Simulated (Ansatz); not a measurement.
fcc Au was calculated with PBE in Ansatz (PAW).

Numerical settings: plane-wave cutoff 520 eV, 24×24×24 k mesh, Fermi–Dirac smearing 0.05 eV, scalar-relativistic PAW data made under PBE.

Energies at three volumes about the minimum:

```json
[
 {"V (Å³/atom)": "17.601", "E − E_lowest (meV/atom)": "3.49"},
 {"V (Å³/atom)": "17.960", "E − E_lowest (meV/atom)": "0.00"},
 {"V (Å³/atom)": "18.319", "E − E_lowest (meV/atom)": "2.79"}
]
```

Problem. Fit a parabola by hand: where is the minimum, what lattice constant follows, and what is the bulk modulus?

Solution. Slopes: (0.00 − 3.49)/(17.960 − 17.601) = -9.721 and (2.79 − 0.00)/(18.319 − 17.960) = 7.772 meV/Å³. Curvature E″ = 2 × (7.772 − (-9.721))/(18.319 − 17.601) = 48.727 meV/Å⁶. From the middle of the first interval, the slope vanishes at V0 = 17.7805 − (-9.721)/48.727 = 17.980 Å³/atom. B = V0 E″ = 17.980 × 48.727 meV/Å³ × 0.1602 GPa per meV/Å³ = 140 GPa. With 4 atoms in the cube, a = (4 × 17.980)^(1/3) = 4.159 Å. The full Birch–Murnaghan fit to all volumes gives V0 = 17.972 Å³/atom and B0 = 139 GPa.

Measured, for comparison: bulk modulus 182 GPa (0 K value with the zero-point phonon effect removed, sources range from 175 to 182; as tabulated in Mejia-Rodriguez and Trickey (2018), arXiv:1807.09216); lattice constant a 4.062 Å (static lattice: zero-point anharmonic expansion removed; as tabulated in Mejia-Rodriguez and Trickey (2018), arXiv:1807.09216). Computed less measured: bulk modulus -24 % (-21 % to -24 % over the range).

Ansatz is a first-principles code.
